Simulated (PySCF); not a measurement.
**Building multiplets from coupling constants**

Molfile (atoms numbered from 1):
```
C5H6
     RDKit          3D

 11 10  0  0  0  0  0  0  0  0999 V2000
   -2.4150    0.3804    0.9176 C   0  0  0  0  0  0  0  0  0  0  0  0
   -1.5790   -0.5167    0.3739 C   0  0  0  0  0  0  0  0  0  0  0  0
   -0.2001   -0.2881    0.1064 C   0  0  0  0  0  0  0  0  0  0  0  0
    0.9797   -0.1162   -0.1314 C   0  0  0  0  0  0  0  0  0  0  0  0
    2.3888    0.0923   -0.4132 C   0  0  0  0  0  0  0  0  0  0  0  0
   -2.0735    1.3797    1.1993 H   0  0  0  0  0  0  0  0  0  0  0  0
   -3.4640    0.1316    1.0932 H   0  0  0  0  0  0  0  0  0  0  0  0
   -1.9633   -1.5090    0.1059 H   0  0  0  0  0  0  0  0  0  0  0  0
    3.0136   -0.2133    0.4415 H   0  0  0  0  0  0  0  0  0  0  0  0
    2.6013    1.1530   -0.6195 H   0  0  0  0  0  0  0  0  0  0  0  0
    2.7108   -0.4933   -1.2886 H   0  0  0  0  0  0  0  0  0  0  0  0
  1  2  2  0
  2  3  1  0
  3  4  3  0
  4  5  1  0
  1  6  1  0
  1  7  1  0
  2  8  1  0
  5  9  1  0
  5 10  1  0
  5 11  1  0
M  END
```

PySCF calculation with J: B3LYP/pcJ-1 (without the spin–dipole term), coordinates at the PBE0-D3(BJ)/def2-SVP level and σ from GIAO-PBE0/pcSseg-1; single conformer, no relativistic terms, one averaged value for each set of equivalent atoms, gas phase.

Scale: $^{13}$C (σref 184.41) vs TMS (reference shieldings calculated alike).

Spectrometer: 800 MHz for $^{1}$H. First-order analysis; couplings under 1 Hz (under 4 Hz in carbon signals) are ignored, and nearly equal couplings are merged; the smaller ones broaden or split the lines further.

**Question.** What pattern does C2 show in the proton-coupled $^{13}$C spectrum?

**Answer.** A doublet at δ 126.7: 168.6 Hz to H8 (1 × $^{1}$H, 1 bond away). Lines in Hz from the centre (relative intensity): +84.3 (1), -84.3 (1). The outer lines are 168.6 Hz apart, the sum of the couplings kept, or 0.838 ppm at this field.

**Question.** What pattern does C1 show in the proton-coupled $^{13}$C spectrum?

**Answer.** A triplet at δ 135.1: 170.7 Hz to H7 and H6 (2 × $^{1}$H, 1 bond away). Lines in Hz from the centre (relative intensity): +170.7 (1), +0.0 (2), -170.7 (1). The outer lines are 341.4 Hz apart, the sum of the couplings kept, or 1.697 ppm at this field.

**Question.** What pattern does C3 show in the proton-coupled $^{13}$C spectrum?

**Answer.** A doublet of doublets of quartets at δ 84.0: 17.2 Hz to H7 (1 × $^{1}$H, 3 bonds away), 10.1 Hz to H6 (1 × $^{1}$H, 3 bonds away), 5.9 Hz to H9/H10/H11 (3 × $^{1}$H, 3 bonds away). Lines in Hz from the centre (relative intensity): +22.5 (1), +16.6 (3), +12.4 (1), +10.7 (3), +6.5 (3), +5.3 (1), +4.8 (1), +0.6 (3), -0.6 (3), -4.8 (1), -5.3 (1), -6.5 (3), -10.7 (3), -12.4 (1), -16.6 (3), -22.5 (1). The outer lines are 45.0 Hz apart, the sum of the couplings kept, or 0.224 ppm at this field.

**Question.** What pattern does C5 show in the proton-coupled $^{13}$C spectrum?

**Answer.** A quartet at δ 5.6: 138.1 Hz to H9/H10/H11 (3 × $^{1}$H, 1 bond away). Lines in Hz from the centre (relative intensity): +207.2 (1), +69.0 (3), -69.0 (3), -207.2 (1). The outer lines are 414.3 Hz apart, the sum of the couplings kept, or 2.060 ppm at this field.

Unscaled 3J(H,H) at this level run about 10 % above measured values.
